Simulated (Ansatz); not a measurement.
in.yaml

```yaml
crystal:
  periodic: [false, false, false]
  atoms:
    - {symbol: B, position_ang: [0.000000, -0.002825, 1.367531]}
    - {symbol: Al, position_ang: [0.000000, -0.002825, -0.690746]}
    - {symbol: H, position_ang: [0.000000, 1.186376, 1.938109]}
    - {symbol: H, position_ang: [0.000000, -1.080437, 1.884569]}
basis:
  gaussian: {orbitals: 6-31G}
magnetization: {spin_polarized: false, initial_magnetization: 2}
correlation: {method: ccsd_t, electrons: outside_noble_gas}
```

```sh
$ ansatz run in.yaml --threads 1 --pin off --events-out ev --progress --plain --max-ram 2393MiB
```

Log:

```
328 factors; integrals over basis functions are off by at most 3.0e-4 eV
mean field evaluation 1: about -7281.7643 eV, gradient 9.3e0 eV
mean field evaluation 2: about -7281.7642 eV, gradient 9.3e0 eV
mean field evaluation 4: about -7282.4953 eV, gradient 1.8e0 eV
mean field evaluation 8: about -7282.6421 eV, gradient 2.7e-1 eV
mean field evaluation 16: about -7281.7644 eV, gradient 9.3e0 eV
mean field evaluation 32: about -7281.6875 eV, gradient 1.2e-6 eV
mean field evaluation 64: about -7281.6986 eV, gradient 2.0e-1 eV
mean field evaluation 96: about -7279.1512 eV, gradient 9.6e-1 eV
mean field evaluation 128: about -7280.1759 eV, gradient 2.1e0 eV
mean field evaluation 160: about -7279.1440 eV, gradient 5.4e-4 eV
mean field evaluation 192: about -7280.3178 eV, gradient 2.8e0 eV
mean field evaluation 224: about -7281.6869 eV, gradient 3.5e-2 eV
mean field -7282.64522269 eV, -267.6322755795 hartree, gradient 1.9e-6 eV, S^2 2.000000; 8 other end points of the search recorded, 0 dependent functions left out
mean field evaluation 256: about -7281.7178 eV, gradient 2.6e-2 eV
determinant -7282.64522269 eV, -267.6322755795 hartree, with singles and doubles -7285.50716517 eV, -267.7374500258 hartree
determinant -7281.68746489 eV, -267.5970786296 hartree, with singles and doubles -7284.07318736 eV, -267.6847523133 hartree
determinant -7279.88236649 eV, -267.5307424868 hartree, with singles and doubles -7283.05238982 eV, -267.6472386959 hartree
6 core orbitals not correlated: weight in the atoms' cores, before any rotation towards them, 1.000 or more for the frozen orbitals, at most 0.000 for the correlated occupied ones
reference -7282.64522269 eV, -267.6322755795 hartree; 5, 3 occupied and 15, 17 virtual orbitals, 328 factors
second order -2.08196831 eV of doubles, -0.02713959 eV of singles
cycle   1  -2.86225981 eV  change   -3.2e-4 eV  update   9.9e-4
cycle   2  -2.86230514 eV  change   -4.5e-5 eV  update   5.4e-4
cycle   3  -2.86220400 eV  change    1.0e-4 eV  update   1.6e-4
cycle   4  -2.86207862 eV  change    1.3e-4 eV  update   4.4e-5
cycle   5  -2.86209384 eV  change   -1.5e-5 eV  update   1.3e-5
cycle   6  -2.86210849 eV  change   -1.5e-5 eV  update   5.4e-6
cycle   7  -2.86211626 eV  change   -7.8e-6 eV  update   2.8e-6
perturbative correction -0.09033373 eV, -0.0033197032 hartree
Total energy: -7285.59767267 eV, -267.7407761151 hartree
```

For the same geometry and basis full CI lies 33.8 meV lower.

Ran on 1 thread of Arm Neoverse V1, shared host: 0.84 s wall, 0.07 GiB peak host memory.
